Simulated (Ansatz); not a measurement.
1T (CdI2-type) SnSe2 was calculated with PBEsol+SOC in Ansatz (PAW).

Input file:

Ansatz 0.2 input:
```yaml
crystal:
  lattice:
    - [1.8836342248, -3.2625501802, 0.0]
    - [1.8836342248, 3.2625501802, 0.0]
    - [0.0, 0.0, 6.0705980732]
  atoms:
    - { symbol: Sn, position: [0.0, 0.0, 0.0] }
    - { symbol: Se, position: [0.3333333333, 0.6666666667, 0.2578039507] }
    - { symbol: Se, position: [0.6666666667, 0.3333333333, 0.7421960493] }
basis:
  ecutwfc: 520
  ecutrho_ratio: 4
  xc_grid: 2
kpoints:
  mp_grid: { grid: [12, 12, 6] }
hamiltonian:
  xc: pbesol
  dispersion: none
  pseudopotentials: { kind: paw }
scf:
  occupations: { method: fermi_dirac, width: 0.01 }
output:
  forces: true
  stress: true
  eigenvalues: true
magnetization:
  noncollinear: true
  spin_orbit: true
relax:
  f_tol: 0.004
  escape_saddle: false
  max_steps: 80
  cell: { stress_tol: 0.02, fix: [volume] }
```

Excerpt of the program's output:

```
Relaxation: its limit of steps is 80 (relax.max_steps)
Crystal: 3 atoms, lattice volume = 74.613 Å³
Basis set: ecut = 520 eV, 1985 PW (Γ), exchange–correlation on 60×60×96 points (8 copies of the dense FFT grid, shifted against one another)
Bands: 56, of which v1, the nominal top of the filled ones, is band 46 counted from 1 (45 counted from 0)
Symmetry: 12 space group operations + 12 with time reversal
k-points: 100 of 864
Initial density: superposition of atomic densities (chi_scale 0.1, normalization cell, long waves kept (reshape's long-wave potential 0.09 eV rms))
Functional: x = pbesol(κ = 0.804, μ = 0.12345679012345678), c = pbesol(β = 0.046)
spin=Noncollinear: Resta preconditioning applied to the charge; magnetization (m_x, m_y, m_z) channels mix plain (no charge-response kernel on spin).
SCF 1 converged in 9 iterations: F = -16801.606332 eV  dr2 = 9.88e-9
Crystal: 3 atoms, lattice volume = 74.613 Å³
Basis set: ecut = 520 eV, 1997 PW (Γ), exchange–correlation on 60×60×96 points (8 copies of the dense FFT grid, shifted against one another)
Initial density: handed on by an earlier stage of this run
spin=Noncollinear: Resta preconditioning applied to the charge; magnetization (m_x, m_y, m_z) channels mix plain (no charge-response kernel on spin).
spin=Noncollinear: Kerker preconditioning applied to the charge; magnetization (m_x, m_y, m_z) channels mix plain (no charge-response kernel on spin).
  ...
Crystal: 3 atoms, lattice volume = 74.613 Å³
spin=Noncollinear: Resta preconditioning applied to the charge; magnetization (m_x, m_y, m_z) channels mix plain (no charge-response kernel on spin).
SCF 3 converged in 10 iterations: F = -16801.625061 eV  dr2 = 3.40e-12
Crystal: 3 atoms, lattice volume = 74.613 Å³
Basis set: ecut = 520 eV, 1973 PW (Γ), exchange–correlation on 60×60×96 points (8 copies of the dense FFT grid, shifted against one another)
spin=Noncollinear: Resta preconditioning applied to the charge; magnetization (m_x, m_y, m_z) channels mix plain (no charge-response kernel on spin).
SCF 4 converged in 4 iterations: F = -16801.625674 eV  dr2 = 5.64e-8
Crystal: 3 atoms, lattice volume = 74.613 Å³
spin=Noncollinear: Resta preconditioning applied to the charge; magnetization (m_x, m_y, m_z) channels mix plain (no charge-response kernel on spin).
SCF 5 converged in 4 iterations: F = -16801.625716 eV  dr2 = 4.39e-9
Crystal: 3 atoms, lattice volume = 74.613 Å³
Basis set: ecut = 520 eV, 1973 PW (Γ), exchange–correlation on 60×60×90 points (8 copies of the dense FFT grid, shifted against one another)
spin=Noncollinear: Resta preconditioning applied to the charge; magnetization (m_x, m_y, m_z) channels mix plain (no charge-response kernel on spin).
SCF 6 converged in 7 iterations: F = -16801.625716 eV  dr2 = 1.54e-12
SCF converged after 7 iterations
Free energy (F): -16801.625716 eV
Internal energy: -16801.625716 eV  (E = F + TS)
E sigma→0 (E₀):  -16801.625716 eV
Fermi energy:    8.886766 eV
--- Forces (eV/Å), atoms counted from 1 ---
  atom   1  Sn    -0.00000000     0.00000000     0.00000000
  atom   2  Se    -0.00000000     0.00000000    -0.00025636
  atom   3  Se     0.00000000    -0.00000000     0.00025636
--- Stress (GPa, compression-positive) ---
        0.993456       0.000000       0.000000
        0.000000       0.993456      -0.000000
       -0.000000      -0.000000       0.980031
  P = ⅓ Tr σ = 0.9890 GPa (9.890 kbar)
```

The cell is one volume of an energy–volume scan, off the minimum.

The PAW data were made under PBE.

Note: the cell comes from a level without a dispersion term, which matters for the spacing of layers, chains or molecules.

Cost on a shared machine: around 7 core-minutes (rough).

Ansatz is a quantum-chemistry and plane-wave program.
